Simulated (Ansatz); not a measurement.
Two structures, one formula

Two isomers of MgSiH₂O, singlet, relaxed at PBE0-D4/def2-TZVP (vibrations not checked).

A:

O1  (-0.383, -0.015, 1.211)
Mg2  (1.353, -0.797, 1.446)
Si3  (-0.116, 0.103, -0.362)
H4  (-0.899, -0.741, -1.310)
H5  (0.044, 1.450, -0.985)
(Å)

B:

O1  (-0.064, 0.083, -0.287)
Si2  (-0.868, -1.274, -0.642)
Mg3  (0.728, 1.668, 0.077)
H4  (0.239, -2.325, -0.332)
H5  (1.449, 3.155, 0.412)
(Å)

Computed with Ansatz 0.2.0 (basis: def2-TZVPP); correlated methods freeze the cores. The outer core shell of Li, Na, Mg and K is correlated. The def2 sets are not built for correlating such inner shells, so the correlated values are less sure here. B3LYP uses VWN-RPA correlation.

(1) Which structure is lower at CCSD(T), and by how much? (To be estimated.)

T1 diagnostic: at most 0.018. The restricted Hartree–Fock reference is unstable towards an unrestricted one at one or more of these structures. A large double-excitation amplitude points to some diradical character; no triplet was computed.

Results:

(1) Computed: B, by 0.407 eV (electronic energy, against the other). By their contacts, A is MgSiH₂O ([O]1[Mg][SiH2]1) and B is MgSiH₂O ([MgH][O][SiH]).

All methods give the same order:

| method | E(B) − E(A) (eV) |
| --- | --- |
| PBE-D4 | -0.214 |
| r2SCAN-D4 | -0.257 |
| PBE0-D4 | -0.333 |
| B3LYP-D4 | -0.514 |
| wB97M-V | -0.643 |
| HF | -0.940 |
| MP2 | -0.433 |
| CCSD | -0.564 |
| CCSD(T) | -0.407 |

Labels in which every atom is bracketed show which atoms are joined, not bond orders.
